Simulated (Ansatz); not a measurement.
The end point of a relaxation of BP. Space group F-43m (No. 216), zinc blende type. Computed with PBE (plane waves to 420 eV, PAW, scalar-relativistic; Ansatz, an electronic-structure program).

```xyz
2
Lattice="0.0000 2.2741 2.2741 2.2741 0.0000 2.2741 2.2741 2.2741 0.0000" Properties=species:S:1:pos:R:3 pbc="T T T"
B      1.1371     1.1371     1.1371
P      2.2741     2.2741     2.2741
```

```yaml
volume_per_atom: 11.76 Å³
density: 2.95 g/cm³
band_gap: 1.25 eV, indirect (valence top at Γ, conduction bottom at 83 % of the way from Γ to X) (no spin-orbit coupling)
smallest_direct_gap: 3.39 eV at Γ
shortest_distances: B–P 1.97 Å; B–B 3.22 Å; P–P 3.22 Å
k-mesh: 12×12×12
```

No spin polarisation in the result.

Measured for BP: a 4.525 Å (static lattice; corrected from measurement; as listed in Daniel Mejia-Rodriguez, S. B. Trickey, Phys. Rev. B (2018)); gap 2 eV (room temperature; as listed in arXiv:1206.3780). Computed minus measured — a: PBE +0.5 %; gap: PBE -0.75 eV. The computed values are for a static lattice, and a measured gap can be an optical one, lowered by exciton binding.

The run could not lose the symmetry of its start; a randomly shaken copy of 4 atoms returns to this structure.
